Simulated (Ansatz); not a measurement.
Ca: from a trial structure to a relaxed crystal

Level of theory: DFT PBEsol, scalar-relativistic, plane waves, PAW in Ansatz. Cutoff 420 eV, Γ-centred k mesh, Gaussian smearing, no spin polarisation in the final step.

The start puts Ca on the trigonal selenium structure type (P3_121, No. 152), at a guessed volume.

```
CELL_PARAMETERS angstrom
5.13056 0.00000 0.00000
-2.56528 4.44319 0.00000
0.00000 0.00000 5.82079
ATOMIC_POSITIONS crystal
Ca 0.22540 0.00000 0.33333
Ca 0.00000 0.22540 0.66667
Ca 0.77460 0.77460 0.00000
```

Cell and atoms relax at zero pressure; the relaxation can't lower the symmetry of the start. After a coarse first stage the cell is made exact in the group found at 0.06 Å.

Energies count from the standard state of Ca at the same level.

Question: Which crystal results?

Answer: It ends in Im-3m (No. 229). The result has the bcc structure. Conventional cell: a = 4.322 Å. Ca is coordinated by 8 Ca at 3.74 Å and 6 Ca at 4.32 Å.

```cif
data_structure
_symmetry_space_group_name_H-M 'Im-3m'
_symmetry_Int_Tables_number 229
_cell_length_a 4.3220
_cell_length_b 4.3220
_cell_length_c 4.3220
_cell_angle_alpha 90.000
_cell_angle_beta 90.000
_cell_angle_gamma 90.000
_cell_volume 80.73
loop_
_atom_site_label
_atom_site_type_symbol
_atom_site_symmetry_multiplicity
_atom_site_Wyckoff_symbol
_atom_site_fract_x
_atom_site_fract_y
_atom_site_fract_z
_atom_site_occupancy
Ca1 Ca 2 a 0.00000 0.00000 0.00000 1
```

Question: What are its volume, energy, density and gap?

Answer: The volume per atom is 40.37 Å³. The density is 1.65 g/cm³. The energy over the standard structure is 0.02 eV/atom and the gap on the 18×18×18 mesh is 0 eV (a metal).

The final run used a 18×18×18 mesh on its 1-atom cell and 0.10 eV smearing. The k mesh leaves about 4 meV/atom of noise in metals. Symmetry constrained the relaxation, so the result can be a saddle point. The steps took roughly 80 core-seconds in all.